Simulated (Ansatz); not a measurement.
## CH₂O, SMILES C=O: the interaction energy of a dimer with the counterpoise correction, step by step

With Ansatz 0.2.0, Python API.

Notebook, run cell by cell (the value of a cell's last expression is shown):

**Cell 1**
```python
import ansatz as az
```

**Cell 2**
```python
FIRST = [
    ("C", (0.0042, 0.0, -0.0023)),
    ("O", (0.6921, 0.5455, 0.8038)),
    ("H", (-0.5457, 0.5466, -0.7869)),
    ("H", (-0.1506, -1.092, -0.0147)),
]
SECOND = [
    ("C", (2.6423, 2.7106, 0.7322)),
    ("O", (2.6548, 2.2125, 1.8149)),
    ("H", (3.0198, 2.1956, -0.1672)),
    ("H", (2.2694, 3.7324, 0.5489)),
]
```

**Cell 3**
```python
def energy(atoms, ghosts=()):
    molecule = az.Crystal.molecule()
    for symbol, xyz in atoms:
        molecule = molecule.atom(symbol, xyz)
    calc = (
        molecule.calculation()
        .basis(gaussian="def2-SVP")
        .functional("r2SCAN")
    )
    deck = calc.input()
    if ghosts:
        deck = deck.set(az.key.basis.gaussian.ghost_atoms, [{"symbol": s, "position_ang": list(xyz)} for s, xyz in ghosts])
    return az.Session.from_dict(deck).plan().execute().report["free_energy_ev"]
```

**Cell 4**
```python
# ghost atoms carry the functions of the partner
both = energy(FIRST + SECOND)
alone = energy(FIRST) + energy(SECOND)
ghosted = energy(FIRST, SECOND) + energy(SECOND, FIRST)
print(f"dimer {both:.6f} eV")
print(f"interaction, uncorrected   {(both - alone):8.3f} eV")
print(f"interaction, counterpoise  {(both - ghosted):8.3f} eV")
print(f"basis-set superposition    {(alone - ghosted):8.3f} eV")
```
Output:
```text
dimer -6223.063715 eV
interaction, uncorrected      0.021 eV
interaction, counterpoise     0.070 eV
basis-set superposition       0.049 eV
```

Uncorrected it is 0.021 eV, with the counterpoise correction 0.070 eV; the difference, 0.05 eV, is the superposition error. In this basis both values are repulsive.

Total energies depend on the basis set; only differences at equal settings carry meaning. The dimer is a generated trial pose of unrelaxed monomers, not a minimum, so the figure is no binding energy, and the basis set is small. This level lacks the dispersion part of the attraction (electrostatics and induction are there), which can decide the sign where the interaction is weak. It ran for 7.2 s on 1 thread of Arm Neoverse V2, with other jobs on the host, peak memory 0.17 GiB.
